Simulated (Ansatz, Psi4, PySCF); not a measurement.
Vertical triplet-singlet gap, E(triplet) - E(singlet): 5 cases among phosphorus and sulfur hydrides, oxides and halides, in eV, species as SMILES. Set-up: no dispersion term unless named; non-relativistic; each state is the SCF solution reached for its charge and spin; no spin-orbit coupling; valence correlation only; UHF or UKS for open shells; six Cartesian d functions in 6-31G* and its kin unless marked 5d; 6-311+G** with 5d, 6d on Na to Ar in Ansatz (an electronic-structure program). Basis-set limits of correlation are two-point, X^-3; Hartree-Fock from the larger set. [CCSD(T)-MP2]/basis is that difference in the basis named. First-principles rows: single points at B3LYP-D3(BJ) geometries (Ansatz). Levels can end on unlike triplets.

Coupled cluster (Ansatz) is a level with limits of its own, used here on species with T1 under 0.025 (0.045 for open shells) and stable references: (a) RI-MP2/CBS(aug-cc-pV(T+d)Z,aug-cc-pV(Q+d)Z)+[CCSD(T)-MP2]/aug-cc-pV(T+d)Z; (b) RI-MP2/CBS(def2-TZVPPD,def2-QZVPPD)+[CCSD(T)-MP2]/def2-QZVPPD.

| species | atoms | coupled cluster | difference of M06-2X/6-31G* (5d) (PySCF) | difference of HF/6-31G* (Ansatz) | difference of PBE/6-311+G** (Ansatz) | difference of B3LYP/STO-3G (Ansatz) | difference of wB97X-D/6-31G* (Psi4) | difference of B3LYP/def2-TZVPD (Ansatz) | difference of wB97M-V/def2-TZVPD (Ansatz) |
|---|---|---|---|---|---|---|---|---|---|
| FSF | 3 | 2.75 (a) | 0.26 | -0.07 | -0.27 | 1.76 | 0.08 | -0.22 | 0.00 |
| SS (H2S2) | 4 | 4.30 (a) | 0.00 | -0.24 | -0.47 | 0.96 | -0.05 | -0.34 | -0.03 |
| P (PH3) | 4 | 6.01 (b) | 0.25 | -0.28 | -0.09 | 3.59 | 0.29 | -0.15 | 0.04 |
| PP (P2H4) [phosphanylphosphane] | 6 | 4.45 (a) | 0.02 | -0.19 | -0.33 | 1.63 | 0.02 | -0.20 | 0.07 |
| [H][P@TB7]([H])([H])([H])[H] (PH5) | 6 | 4.46 (a) | 1.23 | 1.40 | -0.66 | 2.55 | 1.50 | -0.22 | 0.10 |

```
level                        cases  mean signed difference  mean absolute difference  median absolute difference  largest absolute difference
---------------------------  -----  ----------------------  ------------------------  --------------------------  ---------------------------
M06-2X/6-31G* (5d) (PySCF)       5                   0.352                     0.352                       0.250                         1.23
HF/6-31G* (Ansatz)               5                   0.124                     0.436                       0.240                         1.40
PBE/6-311+G** (Ansatz)           5                  -0.364                     0.364                       0.330                         0.66
B3LYP/STO-3G (Ansatz)            5                   2.098                     2.098                       1.760                         3.59
wB97X-D/6-31G* (Psi4)            5                   0.368                     0.388                       0.080                         1.50
B3LYP/def2-TZVPD (Ansatz)        5                  -0.226                     0.226                       0.220                         0.34
wB97M-V/def2-TZVPD (Ansatz)      5                   0.036                     0.048                       0.040                         0.10
```

M06-2X/6-31G* (5d) lies above in 4 of 5 cases and within 0.1 eV in 2; mean signed difference 0.352 eV, mean absolute 0.352 eV (0.170 over the 3 cases of up to 4 atoms, 0.625 over the larger). These figures hold for the species listed.

How the rows were picked: cases drawn at random among the computed members of the class with clean coupled-cluster diagnostics. The batch they came from held 8 cases of this property in the class: 0 with a tabulated value, 5 with clean coupled cluster alone, 3 with neither, which enter no statistics. The levels are drawn from those run on every case listed, the commonest habits more often. No case is left out for the size of its miss. Left out are saddle points of the reference geometry, anions that the best level run finds unbound, excited spin states, species near biochemistry, 298 K rows of species without real B3LYP wavenumbers, cases with under five habitual levels, runs that failed or that the program found above a lower state of the same kind, table entries that another table contradicts, and a share of species set aside by lot.
